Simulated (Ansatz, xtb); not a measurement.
Two isomers of C5H5F

We compare I, `C#C[C@@H](F)C=C`, a singlet, with II, `C=CC#CCF`, a singlet. Both are isolated molecules in the gas phase, relaxed with PBE0-D3(BJ)/def2-SVP; each stands in its lowest conformer found.

I (Å):

```json
{"atom": "C", "x (Å)": "1.4000", "y (Å)": "2.1103", "z (Å)": "1.2354"}
{"atom": "C", "x (Å)": "0.9903", "y (Å)": "1.1205", "z (Å)": "0.6737"}
{"atom": "C", "x (Å)": "0.4678", "y (Å)": "-0.0638", "z (Å)": "-0.0143"}
{"atom": "C", "x (Å)": "-0.7621", "y (Å)": "-0.5956", "z (Å)": "0.6686"}
{"atom": "C", "x (Å)": "-0.8606", "y (Å)": "-1.8368", "z (Å)": "1.1355"}
{"atom": "F", "x (Å)": "1.4367", "y (Å)": "-1.0338", "z (Å)": "-0.0957"}
{"atom": "H", "x (Å)": "1.7688", "y (Å)": "2.9852", "z (Å)": "1.7388"}
{"atom": "H", "x (Å)": "0.2078", "y (Å)": "0.2282", "z (Å)": "-1.0506"}
{"atom": "H", "x (Å)": "-1.5864", "y (Å)": "0.1195", "z (Å)": "0.7588"}
{"atom": "H", "x (Å)": "-1.7743", "y (Å)": "-2.1843", "z (Å)": "1.6228"}
{"atom": "H", "x (Å)": "-0.0276", "y (Å)": "-2.5375", "z (Å)": "1.0430"}
```

II (Å):

```yaml
atoms:
  - { symbol: C, position_ang: [-2.1182, 1.3890, 3.3882] }
  - { symbol: C, position_ang: [-0.9914, 1.0686, 2.7361] }
  - { symbol: C, position_ang: [-0.9305, 0.6156, 1.3900] }
  - { symbol: C, position_ang: [-0.8441, 0.2261, 0.2420] }
  - { symbol: C, position_ang: [-0.7626, -0.2392, -1.1348] }
  - { symbol: F, position_ang: [0.5274, -0.4960, -1.5187] }
  - { symbol: H, position_ang: [-2.0829, 1.7306, 4.4249] }
  - { symbol: H, position_ang: [-3.0969, 1.3192, 2.9070] }
  - { symbol: H, position_ang: [-0.0266, 1.1508, 3.2511] }
  - { symbol: H, position_ang: [-1.1875, 0.5227, -1.8127] }
  - { symbol: H, position_ang: [-1.3566, -1.1632, -1.2530] }
```

Quicker runs give these differences E(II) − E(I): GFN2-xTB −8.4 kcal/mol; HF/STO-3G −7.3 kcal/mol (at GFN2-xTB geometries); r2SCAN-D4/def2-SVP −7.1 kcal/mol (at GFN2-xTB geometries).

Question: Estimate E(II) − E(I) at the level CCSD(T)/def2-SVP + ΔMP2/def2-TZVPP.

Answer: Calculated at CCSD(T)/def2-SVP + ΔMP2/def2-TZVPP: E(II) − E(I) = −4.5 kcal/mol, so structure II lies lower.

How the difference moves with the method:

```csv
level,geometry,E(II) − E(I) (kcal/mol),departure from the last row (kcal/mol),"job, with rough time for the two"
GFN2-xTB,GFN2-xTB,−8.4,−3.9,"optimisation, 0.15 s"
HF/STO-3G,GFN2-xTB,−7.3,−2.8,"single point, 0.5 s"
r2SCAN-D4/def2-SVP,GFN2-xTB,−7.1,−2.6,"single point, 3.5 s"
PBE0-D3(BJ)/def2-SVP,PBE0-D3(BJ)/def2-SVP,−7.0,−2.5,"optimisation, 43 s"
HF/def2-SVP,PBE0-D3(BJ)/def2-SVP,−5.6,−1.1,part of the CCSD(T) run
MP2/def2-SVP,PBE0-D3(BJ)/def2-SVP,−5.0,−0.5,part of the CCSD(T) run
CCSD(T)/def2-SVP,PBE0-D3(BJ)/def2-SVP,−4.4,+0.1,single point
CCSD(T)/def2-SVP + ΔMP2/def2-TZVPP,PBE0-D3(BJ)/def2-SVP,−4.5,,"single point, 30 s"
```

As drawn, both hold the same kinds of bond in the same numbers.

The levels shown agree on the order. The largest departure from CCSD(T)/def2-SVP + ΔMP2/def2-TZVPP is that of GFN2-xTB, 3.9 kcal/mol. The last row adds to CCSD(T) the change of the MP2 difference between the two basis sets, here −0.1 kcal/mol.

With harmonic frequencies from PBE0-D3(BJ)/def2-SVP (ideal gas, rigid rotor, one conformer each, 298.15 K, 1 atm): on the last row, ΔE + ΔZPE = −4.1 kcal/mol. A mode under 50 cm⁻¹ makes harmonic enthalpies and free energies unreliable, so none is given.

The correlated steps freeze 6 core orbitals. Programs: Ansatz 0.2.0, xtb 6.7.1; the last row on 2 threads of Intel(R) Xeon(R) Platinum 8375C CPU @ 2.90GHz (Ice Lake) on a shared host.
